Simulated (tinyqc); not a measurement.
RKS/BLYP in the sto-3g basis, for H2O, spin multiplicity 1, step by step (part 1 of 2). Computed by tinyqc, a small Python program that keeps every step (integrals from PySCF). Settings: charge = 0, multiplicity = 1, basis = sto-3g, energy threshold = 1e-08, iteration cap = 83, orthogonalisation = canonical, start = core, DIIS depth = 8, method = RKS, functional = blyp, grid = [20, 50]. Command: `OMP_NUM_THREADS=1 python tinyqc.py 25689 25690 out.jsonl` (the two numbers bound the seeds that draw the settings). One thread of a shared host (Intel(R) Xeon(R) Processor @ 2.60GHz), about 0.6 s of CPU time with the checks. Later iterations appear only in the table of the cycle.

## One-electron integrals

Geometry (angstrom):
```
atom        x         y        z
O     0.00000   0.00000  0.00000
H     0.00000   1.02900  0.86000
H     0.00000  -1.02900  0.86000
```

Basis sto-3g: exponents (1/bohr^2) and contraction coefficients of normalised primitives:
```
element  l (shell)   exponent  coefficient
O            s (1)  130.70932      0.15433
O            s (1)   23.80886      0.53533
O            s (1)    6.44361      0.44463
O            s (2)    5.03315     -0.09997
O            s (2)    1.16960      0.39951
O            s (2)    0.38039      0.70012
O            p (3)    5.03315      0.15592
O            p (3)    1.16960      0.60768
O            p (3)    0.38039      0.39196
H            s (1)    3.42525      0.15433
H            s (1)    0.62391      0.53533
H            s (1)    0.16886      0.44463
```

Overlap, kinetic and nuclear-attraction integrals over the contracted functions; the nuclear repulsion is the sum of Za Zb / Rab.

nuclear repulsion = 6.5706730 hartree

overlap S, order 1O 1s, 1O 2s, 1O 2px, 1O 2py, 1O 2pz, 2H 1s, 3H 1s:
$$\begin{pmatrix}
1.00000 & 0.23670 & 0.00000 & 0.00000 & 0.00000 & 0.02191 & 0.02191 \\
0.23670 & 1.00000 & 0.00000 & 0.00000 & 0.00000 & 0.26230 & 0.26230 \\
0.00000 & 0.00000 & 1.00000 & 0.00000 & 0.00000 & 0.00000 & 0.00000 \\
0.00000 & 0.00000 & 0.00000 & 1.00000 & 0.00000 & 0.19197 & -0.19197 \\
0.00000 & 0.00000 & 0.00000 & 0.00000 & 1.00000 & 0.16044 & 0.16044 \\
0.02191 & 0.26230 & 0.00000 & 0.19197 & 0.16044 & 1.00000 & 0.10831 \\
0.02191 & 0.26230 & 0.00000 & -0.19197 & 0.16044 & 0.10831 & 1.00000
\end{pmatrix}$$

kinetic energy T (hartree), order 1O 1s, 1O 2s, 1O 2px, 1O 2py, 1O 2pz, 2H 1s, 3H 1s:
$$\begin{pmatrix}
29.00320 & -0.16801 & 0.00000 & 0.00000 & 0.00000 & -0.00707 & -0.00707 \\
-0.16801 & 0.80813 & 0.00000 & 0.00000 & 0.00000 & 0.01227 & 0.01227 \\
0.00000 & 0.00000 & 2.52873 & 0.00000 & 0.00000 & 0.00000 & 0.00000 \\
0.00000 & 0.00000 & 0.00000 & 2.52873 & 0.00000 & 0.05915 & -0.05915 \\
0.00000 & 0.00000 & 0.00000 & 0.00000 & 2.52873 & 0.04943 & 0.04943 \\
-0.00707 & 0.01227 & 0.00000 & 0.05915 & 0.04943 & 0.76003 & -0.01070 \\
-0.00707 & 0.01227 & 0.00000 & -0.05915 & 0.04943 & -0.01070 & 0.76003
\end{pmatrix}$$

nuclear attraction V (hartree), order 1O 1s, 1O 2s, 1O 2px, 1O 2py, 1O 2pz, 2H 1s, 3H 1s:
$$\begin{pmatrix}
-61.40765 & -7.36988 & 0.00000 & 0.00000 & -0.01014 & -0.69693 & -0.69693 \\
-7.36988 & -9.84042 & 0.00000 & 0.00000 & -0.12712 & -1.86633 & -1.86633 \\
0.00000 & 0.00000 & -9.73218 & 0.00000 & 0.00000 & 0.00000 & 0.00000 \\
0.00000 & 0.00000 & 0.00000 & -9.79484 & 0.00000 & -1.17943 & 1.17943 \\
-0.01014 & -0.12712 & 0.00000 & 0.00000 & -9.77595 & -1.01114 & -1.01114 \\
-0.69693 & -1.86633 & 0.00000 & -1.17943 & -1.01114 & -4.61555 & -0.55148 \\
-0.69693 & -1.86633 & 0.00000 & 1.17943 & -1.01114 & -0.55148 & -4.61555
\end{pmatrix}$$

core Hamiltonian H = T + V (hartree), order 1O 1s, 1O 2s, 1O 2px, 1O 2py, 1O 2pz, 2H 1s, 3H 1s:
$$\begin{pmatrix}
-32.40445 & -7.53790 & 0.00000 & 0.00000 & -0.01014 & -0.70399 & -0.70399 \\
-7.53790 & -9.03230 & 0.00000 & 0.00000 & -0.12712 & -1.85406 & -1.85406 \\
0.00000 & 0.00000 & -7.20345 & 0.00000 & 0.00000 & 0.00000 & 0.00000 \\
0.00000 & 0.00000 & 0.00000 & -7.26611 & 0.00000 & -1.12028 & 1.12028 \\
-0.01014 & -0.12712 & 0.00000 & 0.00000 & -7.24721 & -0.96171 & -0.96171 \\
-0.70399 & -1.85406 & 0.00000 & -1.12028 & -0.96171 & -3.85552 & -0.56218 \\
-0.70399 & -1.85406 & 0.00000 & 1.12028 & -0.96171 & -0.56218 & -3.85552
\end{pmatrix}$$

## Two-electron integrals

Functions are numbered as in S; the eight-fold symmetry (ij|kl) = (ji|kl) = (kl|ij) leaves the list below.

Two-electron integrals (ij|kl) in chemists' order, unique and non-zero (hartree):
```
(11|11) 4.78507    (21|11) 0.74138    (21|21) 0.13687    (22|11) 1.11895
(22|21) 0.25663    (22|22) 0.81721    (31|31) 0.02448    (32|31) 0.03781
(32|32) 0.18052    (33|11) 1.11581    (33|21) 0.25668    (33|22) 0.81702
(33|33) 0.88016    (41|41) 0.02448    (42|41) 0.03781    (42|42) 0.18052
(43|43) 0.04744    (44|11) 1.11581    (44|21) 0.25668    (44|22) 0.81702
(44|33) 0.78527    (44|44) 0.88016    (51|51) 0.02448    (52|51) 0.03781
(52|52) 0.18052    (53|53) 0.04744    (54|54) 0.04744    (55|11) 1.11581
(55|21) 0.25668    (55|22) 0.81702    (55|33) 0.78527    (55|44) 0.78527
(55|55) 0.88016    (61|11) 0.06932    (61|21) 0.01271    (61|22) 0.02373
(61|33) 0.02369    (61|41) 0.00042    (61|42) 0.00080    (61|44) 0.02376
(61|51) 0.00035    (61|52) 0.00067    (61|54) 0.00006    (61|55) 0.02374
(61|61) 0.00119    (62|11) 0.19920    (62|21) 0.04640    (62|22) 0.16760
(62|33) 0.16460    (62|41) 0.00264    (62|42) 0.02175    (62|44) 0.16980
(62|51) 0.00220    (62|52) 0.01818    (62|54) 0.00435    (62|55) 0.16823
(62|61) 0.00440    (62|62) 0.04578    (63|31) 0.00446    (63|32) 0.02738
(63|43) 0.00430    (63|53) 0.00360    (63|63) 0.00597    (64|11) 0.12050
(64|21) 0.02839    (64|22) 0.10962    (64|33) 0.10491    (64|41) 0.00584
(64|42) 0.04048    (64|44) 0.11669    (64|51) 0.00115    (64|52) 0.01095
(64|54) 0.00625    (64|55) 0.10713    (64|61) 0.00279    (64|62) 0.03649
(64|64) 0.03476    (65|11) 0.10071    (65|21) 0.02373    (65|22) 0.09162
(65|33) 0.08768    (65|41) 0.00115    (65|42) 0.01095    (65|44) 0.09034
(65|51) 0.00543    (65|52) 0.03653    (65|54) 0.00652    (65|55) 0.09673
(65|61) 0.00233    (65|62) 0.03050    (65|64) 0.02406    (65|65) 0.02608
(66|11) 0.39136    (66|21) 0.09256    (66|22) 0.38556    (66|33) 0.37225
(66|41) 0.00572    (66|42) 0.06729    (66|44) 0.39554    (66|51) 0.00478
(66|52) 0.05624    (66|54) 0.01946    (66|55) 0.38852    (66|61) 0.00880
(66|62) 0.14401    (66|64) 0.13150    (66|65) 0.10990    (66|66) 0.77461
(71|11) 0.06932    (71|21) 0.01271    (71|22) 0.02373    (71|33) 0.02369
(71|41) -0.00042   (71|42) -0.00080   (71|44) 0.02376    (71|51) 0.00035
(71|52) 0.00067    (71|54) -0.00006   (71|55) 0.02374    (71|61) 0.00118
(71|62) 0.00427    (71|64) 0.00252    (71|65) 0.00227    (71|66) 0.00852
(71|71) 0.00119    (72|11) 0.19920    (72|21) 0.04640    (72|22) 0.16760
(72|33) 0.16460    (72|41) -0.00264   (72|42) -0.02175   (72|44) 0.16980
(72|51) 0.00220    (72|52) 0.01818    (72|54) -0.00435   (72|55) 0.16823
(72|61) 0.00427    (72|62) 0.03567    (72|64) 0.02001    (72|65) 0.02307
(72|66) 0.08899    (72|71) 0.00440    (72|72) 0.04578    (73|31) 0.00446
(73|32) 0.02738    (73|43) -0.00430   (73|53) 0.00360    (73|63) 0.00446
(73|73) 0.00597    (74|11) -0.12050   (74|21) -0.02839   (74|22) -0.10962
(74|33) -0.10491   (74|41) 0.00584    (74|42) 0.04048    (74|44) -0.11669
(74|51) -0.00115   (74|52) -0.01095   (74|54) 0.00625    (74|55) -0.10713
(74|61) -0.00252   (74|62) -0.02001   (74|64) -0.00714   (74|65) -0.01274
(74|66) -0.04750   (74|71) -0.00279   (74|72) -0.03649   (74|74) 0.03476
(75|11) 0.10071    (75|21) 0.02373    (75|22) 0.09162    (75|33) 0.08768
(75|41) -0.00115   (75|42) -0.01095   (75|44) 0.09034    (75|51) 0.00543
(75|52) 0.03653    (75|54) -0.00652   (75|55) 0.09673    (75|61) 0.00227
(75|62) 0.02307    (75|64) 0.01274    (75|65) 0.01916    (75|66) 0.06237
(75|71) 0.00233    (75|72) 0.03050    (75|74) -0.02406   (75|75) 0.02608
(76|11) 0.05426    (76|21) 0.01278    (76|22) 0.05086    (76|33) 0.04961
(76|44) 0.05049    (76|51) 0.00090    (76|52) 0.00919    (76|55) 0.05242
(76|61) 0.00120    (76|62) 0.01425    (76|64) 0.01000    (76|65) 0.01073
(76|66) 0.04998    (76|71) 0.00120    (76|72) 0.01425    (76|74) -0.01000
(76|75) 0.01073    (76|76) 0.00599    (77|11) 0.39136    (77|21) 0.09256
(77|22) 0.38556    (77|33) 0.37225    (77|41) -0.00572   (77|42) -0.06729
(77|44) 0.39554    (77|51) 0.00478    (77|52) 0.05624    (77|54) -0.01946
(77|55) 0.38852    (77|61) 0.00852    (77|62) 0.08899    (77|64) 0.04750
(77|65) 0.06237    (77|66) 0.25643    (77|71) 0.00880    (77|72) 0.14401
(77|74) -0.13150   (77|75) 0.10990    (77|76) 0.04998    (77|77) 0.77461
```

## Orthogonalisation

S = U s U^T; canonical form X = U s^(-1/2), so that X^T S X = 1. Each column of U has its largest component positive (the first on a tie).

eigenvalues of S: [0.56949, 0.66901, 0.88720, 1.00000, 1.10958, 1.22268, 1.54203]

X, order 1O 1s, 1O 2s, 1O 2px, 1O 2py, 1O 2pz, 2H 1s, 3H 1s:
$$\begin{pmatrix}
-0.44075 & 0.00000 & 0.67162 & 0.00000 & 0.59938 & 0.00000 & 0.24233 \\
0.90179 & 0.00000 & -0.27491 & 0.00000 & 0.31535 & 0.00000 & 0.48283 \\
0.00000 & 0.00000 & 0.00000 & 1.00000 & 0.00000 & 0.00000 & 0.00000 \\
0.00000 & 0.77535 & 0.00000 & 0.00000 & 0.00000 & 0.69924 & 0.00000 \\
0.40337 & 0.00000 & 0.69390 & 0.00000 & -0.59903 & 0.00000 & 0.23060 \\
-0.54118 & -0.66842 & -0.24393 & 0.00000 & -0.20457 & 0.40555 & 0.38953 \\
-0.54118 & 0.66842 & -0.24393 & 0.00000 & -0.20457 & -0.40555 & 0.38953
\end{pmatrix}$$

## Starting guess

The start is the orbitals of the core Hamiltonian; D = 2 C_occ C_occ^T.

D at the start, order 1O 1s, 1O 2s, 1O 2px, 1O 2py, 1O 2pz, 2H 1s, 3H 1s:
$$\begin{pmatrix}
2.12432 & -0.53296 & 0.00000 & 0.00000 & -0.02009 & 0.04334 & 0.04334 \\
-0.53296 & 2.28291 & 0.00000 & 0.00000 & 0.10974 & -0.18146 & -0.18146 \\
0.00000 & 0.00000 & 2.00000 & 0.00000 & 0.00000 & 0.00000 & 0.00000 \\
0.00000 & 0.00000 & 0.00000 & 2.11360 & 0.00000 & -0.18593 & 0.18593 \\
-0.02009 & 0.10974 & 0.00000 & 0.00000 & 2.07125 & -0.14056 & -0.14056 \\
0.04334 & -0.18146 & 0.00000 & -0.18593 & -0.14056 & 0.03919 & 0.00648 \\
0.04334 & -0.18146 & 0.00000 & 0.18593 & -0.14056 & 0.00648 & 0.03919
\end{pmatrix}$$

## Iteration 1: exchange-correlation on the grid

Becke grid with 20 radial and 50 angular points per atom, points of zero weight dropped. rho = sum D_ij phi_i phi_j; V_xc,ij = sum w v_xc phi_i phi_j plus the gradient terms; v_xc is d(rho eps)/d rho at fixed gradient.

The 16 grid points with the largest w rho, of 2992 (bohr, atomic units):
```
x                y         z        w      rho  |grad rho|^2    eps_xc      v_xc
0.73898    0.00000   0.73898  0.09437  0.51543       1.64321  -0.66657  -0.81001
-0.73898   0.00000   0.73898  0.09437  0.51543       1.64321  -0.66657  -0.81001
0.00000    0.73898  -0.73898  0.09468  0.50663       1.53711  -0.66235  -0.80597
0.00000   -0.73898  -0.73898  0.09468  0.50663       1.53711  -0.66235  -0.80597
0.73898    0.73898   0.00000  0.09417  0.50858       1.58296  -0.66367  -0.80661
-0.73898  -0.73898   0.00000  0.09417  0.50858       1.58296  -0.66367  -0.80661
-0.73898   0.73898   0.00000  0.09417  0.50858       1.58296  -0.66367  -0.80661
0.73898   -0.73898   0.00000  0.09417  0.50858       1.58296  -0.66367  -0.80661
-0.73898   0.00000  -0.73898  0.09470  0.49833       1.48223  -0.65904  -0.80161
0.73898    0.00000  -0.73898  0.09470  0.49833       1.48223  -0.65904  -0.80161
-0.60338  -0.60338  -0.60338  0.08847  0.50397       1.52185  -0.66134  -0.80455
-0.60338   0.60338  -0.60338  0.08847  0.50397       1.52185  -0.66134  -0.80455
0.60338   -0.60338  -0.60338  0.08847  0.50397       1.52185  -0.66134  -0.80455
0.60338    0.60338  -0.60338  0.08847  0.50397       1.52185  -0.66134  -0.80455
0.60338   -0.60338   0.60338  0.08597  0.51058       1.66663  -0.66560  -0.80685
0.60338    0.60338   0.60338  0.08597  0.51058       1.66663  -0.66560  -0.80685
```

electrons on the grid, sum of w rho = 10.00190

E_xc = sum of w rho eps_xc = -10.1779749 hartree

V_xc (hartree), order 1O 1s, 1O 2s, 1O 2px, 1O 2py, 1O 2pz, 2H 1s, 3H 1s:
$$\begin{pmatrix}
-3.13728 & -0.43939 & 0.00000 & 0.00000 & -0.00061 & -0.04141 & -0.04141 \\
-0.43939 & -0.83954 & 0.00000 & 0.00000 & -0.00142 & -0.14870 & -0.14870 \\
0.00000 & 0.00000 & -0.83357 & 0.00000 & 0.00000 & 0.00000 & 0.00000 \\
0.00000 & 0.00000 & 0.00000 & -0.83414 & 0.00000 & -0.09001 & 0.09001 \\
-0.00061 & -0.00142 & 0.00000 & 0.00000 & -0.83384 & -0.07504 & -0.07504 \\
-0.04141 & -0.14870 & 0.00000 & -0.09001 & -0.07504 & -0.25597 & -0.03555 \\
-0.04141 & -0.14870 & 0.00000 & 0.09001 & -0.07504 & -0.03555 & -0.25597
\end{pmatrix}$$

## Iteration 1: building the Kohn-Sham matrix

J_ij = sum D_kl (ij|kl); F = H + J + V_xc; E = tr D H + tr D J / 2 + E_xc + E_nn.

Coulomb J (hartree), order 1O 1s, 1O 2s, 1O 2px, 1O 2py, 1O 2pz, 2H 1s, 3H 1s:
$$\begin{pmatrix}
18.58292 & 3.54394 & 0.00000 & 0.00000 & 0.00226 & 0.32928 & 0.32928 \\
3.54394 & 8.80253 & 0.00000 & 0.00000 & 0.00087 & 1.74123 & 1.74123 \\
0.00000 & 0.00000 & 8.79563 & 0.00000 & 0.00000 & 0.00000 & 0.00000 \\
0.00000 & 0.00000 & 0.00000 & 8.79422 & 0.00000 & 1.11785 & -1.11785 \\
0.00226 & 0.00087 & 0.00000 & 0.00000 & 8.79433 & 0.93368 & 0.93368 \\
0.32928 & 1.74123 & 0.00000 & 1.11785 & 0.93368 & 3.85331 & 0.51466 \\
0.32928 & 1.74123 & 0.00000 & -1.11785 & 0.93368 & 0.51466 & 3.85331
\end{pmatrix}$$

Kohn-Sham matrix F (hartree), order 1O 1s, 1O 2s, 1O 2px, 1O 2py, 1O 2pz, 2H 1s, 3H 1s:
$$\begin{pmatrix}
-16.95881 & -4.43334 & 0.00000 & 0.00000 & -0.00849 & -0.41612 & -0.41612 \\
-4.43334 & -1.06930 & 0.00000 & 0.00000 & -0.12767 & -0.26152 & -0.26152 \\
0.00000 & 0.00000 & 0.75861 & 0.00000 & 0.00000 & 0.00000 & 0.00000 \\
0.00000 & 0.00000 & 0.00000 & 0.69398 & 0.00000 & -0.09244 & 0.09244 \\
-0.00849 & -0.12767 & 0.00000 & 0.00000 & 0.71327 & -0.10307 & -0.10307 \\
-0.41612 & -0.26152 & 0.00000 & -0.09244 & -0.10307 & -0.25818 & -0.08307 \\
-0.41612 & -0.26152 & 0.00000 & 0.09244 & -0.10307 & -0.08307 & -0.25818
\end{pmatrix}$$

total energy of this density = -73.5777784 hartree

## Iteration 1: diagonalisation and new density

Diagonalise F' = X^T F X, C = X C', fill 5 alpha and 5 beta electrons from the bottom; D = 2 C_occ C_occ^T. Each column has its largest component positive (the first on a tie).

F' = X^T F X (hartree):
$$\begin{pmatrix}
-0.61002 & 0.00000 & 2.45496 & 0.00000 & 2.52732 & 0.00000 & 1.67751 \\
0.00000 & 0.45236 & 0.00000 & 0.00000 & 0.00000 & 0.49945 & 0.00000 \\
2.45496 & 0.00000 & -5.47737 & 0.00000 & -7.07623 & 0.00000 & -3.71397 \\
0.00000 & 0.00000 & 0.00000 & 0.75861 & 0.00000 & 0.00000 & 0.00000 \\
2.52732 & 0.00000 & -7.07623 & 0.00000 & -7.37209 & 0.00000 & -4.37214 \\
0.00000 & 0.49945 & 0.00000 & 0.00000 & 0.00000 & 0.17686 & 0.00000 \\
1.67751 & 0.00000 & -3.71397 & 0.00000 & -4.37214 & 0.00000 & -2.76856
\end{pmatrix}$$

orbital energies (hartree): MO1 -16.97030, MO2 -0.32195, MO3 -0.20349, MO4 0.26192, MO5 0.75861, MO6 0.80230, MO7 0.83271

coefficients C, order 1O 1s, 1O 2s, 1O 2px, 1O 2py, 1O 2pz, 2H 1s, 3H 1s:
$$\begin{pmatrix}
0.99316 & -0.09082 & 0.00000 & -0.26210 & 0.00000 & 0.00241 & 0.00000 \\
0.02830 & 0.23630 & 0.00000 & 1.07888 & 0.00000 & 0.02715 & 0.00000 \\
0.00000 & 0.00000 & 0.00000 & 0.00000 & 1.00000 & 0.00000 & 0.00000 \\
0.00000 & 0.00000 & 0.08655 & 0.00000 & 0.00000 & 0.00000 & 1.04049 \\
0.00196 & 0.08675 & 0.00000 & 0.04366 & 0.00000 & 1.02312 & 0.00000 \\
-0.00431 & 0.58742 & 0.72761 & -0.39908 & 0.00000 & -0.20400 & -0.28607 \\
-0.00431 & 0.58742 & -0.72761 & -0.39908 & 0.00000 & -0.20400 & 0.28607
\end{pmatrix}$$

D after iteration 1, order 1O 1s, 1O 2s, 1O 2px, 1O 2py, 1O 2pz, 2H 1s, 3H 1s:
$$\begin{pmatrix}
2.12661 & -0.55227 & 0.00000 & 0.00000 & -0.03475 & 0.09394 & 0.09394 \\
-0.55227 & 2.44126 & 0.00000 & 0.00000 & 0.13531 & -0.58375 & -0.58375 \\
0.00000 & 0.00000 & 2.00000 & 0.00000 & 0.00000 & 0.00000 & 0.00000 \\
0.00000 & 0.00000 & 0.00000 & 0.01498 & 0.00000 & 0.12594 & -0.12594 \\
-0.03475 & 0.13531 & 0.00000 & 0.00000 & 0.01887 & 0.06705 & 0.06705 \\
0.09394 & -0.58375 & 0.00000 & 0.12594 & 0.06705 & 2.06754 & -0.05014 \\
0.09394 & -0.58375 & 0.00000 & -0.12594 & 0.06705 & -0.05014 & 2.06754
\end{pmatrix}$$

## Iteration 2: exchange-correlation on the grid

As before.

The 16 grid points with the largest w rho, of 2992 (bohr, atomic units):
```
x                y         z        w      rho  |grad rho|^2    eps_xc      v_xc
0.94531   -0.31510   0.31510  0.08445  0.44739       1.29166  -0.64058  -0.77202
-0.94531   0.31510   0.31510  0.08445  0.44739       1.29166  -0.64058  -0.77202
0.94531    0.31510   0.31510  0.08445  0.44739       1.29166  -0.64058  -0.77202
-0.94531  -0.31510   0.31510  0.08445  0.44739       1.29166  -0.64058  -0.77202
0.94531   -0.31510  -0.31510  0.08461  0.43197       1.22386  -0.63451  -0.76279
-0.94531  -0.31510  -0.31510  0.08461  0.43197       1.22386  -0.63451  -0.76279
-0.94531   0.31510  -0.31510  0.08461  0.43197       1.22386  -0.63451  -0.76279
0.94531    0.31510  -0.31510  0.08461  0.43197       1.22386  -0.63451  -0.76279
0.73898    0.00000   0.73898  0.09437  0.34158       0.84775  -0.59582  -0.70393
-0.73898   0.00000   0.73898  0.09437  0.34158       0.84775  -0.59582  -0.70393
0.73898   -0.73898   0.00000  0.09417  0.32471       0.77857  -0.58775  -0.69197
-0.73898  -0.73898   0.00000  0.09417  0.32471       0.77857  -0.58775  -0.69197
-0.73898   0.73898   0.00000  0.09417  0.32471       0.77857  -0.58775  -0.69197
0.73898    0.73898   0.00000  0.09417  0.32471       0.77857  -0.58775  -0.69197
1.25186   -0.41729   0.41729  0.17947  0.16998       0.29708  -0.50185  -0.55718
1.25186    0.41729   0.41729  0.17947  0.16998       0.29708  -0.50185  -0.55718
```

electrons on the grid, sum of w rho = 10.00393

E_xc = sum of w rho eps_xc = -8.8733849 hartree

V_xc (hartree), order 1O 1s, 1O 2s, 1O 2px, 1O 2py, 1O 2pz, 2H 1s, 3H 1s:
$$\begin{pmatrix}
-3.10172 & -0.40973 & 0.00000 & 0.00000 & -0.00194 & -0.03868 & -0.03868 \\
-0.40973 & -0.69006 & 0.00000 & 0.00000 & -0.02424 & -0.14282 & -0.14282 \\
0.00000 & 0.00000 & -0.76832 & 0.00000 & 0.00000 & 0.00000 & 0.00000 \\
0.00000 & 0.00000 & 0.00000 & -0.64420 & 0.00000 & -0.09685 & 0.09685 \\
-0.00194 & -0.02424 & 0.00000 & 0.00000 & -0.63905 & -0.08509 & -0.08509 \\
-0.03868 & -0.14282 & 0.00000 & -0.09685 & -0.08509 & -0.53142 & -0.04574 \\
-0.03868 & -0.14282 & 0.00000 & 0.09685 & -0.08509 & -0.04574 & -0.53142
\end{pmatrix}$$

## Iteration 2: building the Kohn-Sham matrix

As before.

Coulomb J (hartree), order 1O 1s, 1O 2s, 1O 2px, 1O 2py, 1O 2pz, 2H 1s, 3H 1s:
$$\begin{pmatrix}
15.61962 & 2.87259 & 0.00000 & 0.00000 & 0.02524 & 0.26763 & 0.26763 \\
2.87259 & 7.03941 & 0.00000 & 0.00000 & 0.25099 & 1.52947 & 1.52947 \\
0.00000 & 0.00000 & 7.10610 & 0.00000 & 0.00000 & 0.00000 & 0.00000 \\
0.00000 & 0.00000 & 0.00000 & 7.00846 & 0.00000 & 1.02859 & -1.02859 \\
0.02524 & 0.25099 & 0.00000 & 0.00000 & 6.98016 & 0.90843 & 0.90843 \\
0.26763 & 1.52947 & 0.00000 & 1.02859 & 0.90843 & 4.37008 & 0.51001 \\
0.26763 & 1.52947 & 0.00000 & -1.02859 & 0.90843 & 0.51001 & 4.37008
\end{pmatrix}$$

Kohn-Sham matrix F (hartree), order 1O 1s, 1O 2s, 1O 2px, 1O 2py, 1O 2pz, 2H 1s, 3H 1s:
$$\begin{pmatrix}
-19.88654 & -5.07503 & 0.00000 & 0.00000 & 0.01316 & -0.47504 & -0.47504 \\
-5.07503 & -2.68294 & 0.00000 & 0.00000 & 0.09963 & -0.46741 & -0.46741 \\
0.00000 & 0.00000 & -0.86567 & 0.00000 & 0.00000 & 0.00000 & 0.00000 \\
0.00000 & 0.00000 & 0.00000 & -0.90185 & 0.00000 & -0.18854 & 0.18854 \\
0.01316 & 0.09963 & 0.00000 & 0.00000 & -0.90611 & -0.13837 & -0.13837 \\
-0.47504 & -0.46741 & 0.00000 & -0.18854 & -0.13837 & -0.01686 & -0.09791 \\
-0.47504 & -0.46741 & 0.00000 & 0.18854 & -0.13837 & -0.09791 & -0.01686
\end{pmatrix}$$

total energy of this density = -73.7415734 hartree
